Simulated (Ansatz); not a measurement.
Elastic constant C33 (GPa) of solids drawn from the class of oxides, at two levels: PBE (Ansatz, an electronic-structure program, PAW), and HSE06 (plane waves, PAW; Ansatz).

```
solid                             PBE  HSE06  shift (%)
-------------------------------  ----  -----  ---------
stishovite (SiO2)                 690    780      +13.0
corundum (α-Al2O3)                452    504      +11.5
rutile SnO2                       377    454        +20
rutile TiO2                       473    541      +14.4
α-quartz (SiO2)                  90.0   94.0       +4.4
anatase TiO2 (metastable phase)   190    228        +20
```

The shifts run from +4.4 % to +20 %, with a median of +13.7 %.

Of 6 rows, HSE06 is the larger in 6 and the smaller in 0.

Ansatz's runs of these crystals have no spin polarisation.

Spin–orbit coupling is left out, also for the solids with elements from indium on (rutile SnO2); its size isn't shown.

Each level is taken at its own relaxed cell. Ansatz's density-functional and Hartree–Fock values are scalar-relativistic unless marked +SOC, with PAW data made under PBE.
